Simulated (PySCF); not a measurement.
How well do the runs reproduce experiment for nitrosomethane?

**The experiment to reproduce.**

From NIST CCCBDB Release 22 (SRD 101), experimental dipoles, for the gas: dipole moment (microwave Stark effect, vibrational ground state) 2.32 D.

The runs below try to reproduce these values; the comparison stands at the end.

Nitrosomethane, CH3NO.
Numbering: `[CH3:1][N:2]=[O:3]` (hydrogens: H4, H5, H6 on C1)

Structure used (PBE/6-31+G*), in Å, numbered top down from 1:
```
atom  x, y, z in Å
C1    -0.368    0.037    0.053
N2     0.977   -0.591    0.178
O3     1.893    0.142   -0.161
H4    -0.827   -0.003    1.057
H5    -0.965   -0.625   -0.601
H6    -0.311    1.067   -0.337
```

Runs made with PySCF (gas phase, on this PBE/6-31+G* geometry; no spin–orbit coupling):

```csv
level,job,basis functions,wall time
"PBE/6-31+G*, grid level 1",geometry optimisation from a GFN2-xTB start,60,9.5 s
```

Hardware: an Intel Xeon Platinum 8488C with one thread, shared host.

All basis functions are spherical.

## Comparison

**Dipole moment.** Measured: 2.32 D (NIST CCCBDB Release 22 (SRD 101), experimental dipoles).

```json
{"level": "PBE/6-31+G*", "computed (D)": "2.52", "computed − measured (D)": "+0.20", "% (from the printed values)": "+9"}
```

The computed dipoles belong to one fixed geometry; measured ones are averaged over vibrations unless marked μe. Magnitudes are compared, not signs.

No measured geometry was used, and the causes of the misses weren't examined.
